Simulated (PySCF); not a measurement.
**CN⁻, CCSD(T): how much the basis matters**

PySCF, RHF reference; singlet, unpaired electrons none; De to C⁻ + N without counterpoise correction. Frozen cores follow the default of each basis and core potential.

```
      basis     relativity  functions  Re (Å)  ωe (cm⁻¹)  De (eV)  frozen orbitals
  def2-SVPD  no relativity         40   1.189       2110      n/a                2
aug-cc-pVDZ  no relativity         46   1.202       2016     9.43                2
def2-TZVPPD  no relativity         74   1.183       2064      n/a                2
```

(1) How does each smaller set differ from the one with most functions, def2-TZVPPD?

Correlated steps freeze 2 core orbitals. Correlated levels converge slowly with the basis: in double zeta they bind strong bonds too weakly, by up to about 1 eV, and carry superposition errors of some tenths. For an ion De counts to the pair picked by the measured ionisation energies or electron affinities, which need not be the lowest pair at this level. Where the molecule has an RHF reference, its open-shell atoms are computed with UHF.

Answers

(1) def2-SVPD: +0.6 pm, +2.2 % in ωe; aug-cc-pVDZ: +1.9 pm, -2.3 % in ωe. All at CCSD(T); the set with most functions is neither the basis-set limit nor always the best.
